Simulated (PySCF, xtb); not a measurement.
carbon disulfide anion (CS₂), SMILES S=C=S (connectivity only; charge and spin as stated), charge -1, multiplicity 2.

Harmonic wavenumbers (cm⁻¹) from GFN2-xTB in xtb at its own minimum, in rising order: 304, 733, 1241.

What does PBE-D3(BJ)/def2-TZVPD run with PySCF give at its own minimum? (The exact figures need the calculation; the answer reports its results.)

312, 632, 1184. Paired by order, the mean absolute difference is 56 cm⁻¹ and the zero-point energies are 3.3 and 3.0 kcal/mol.
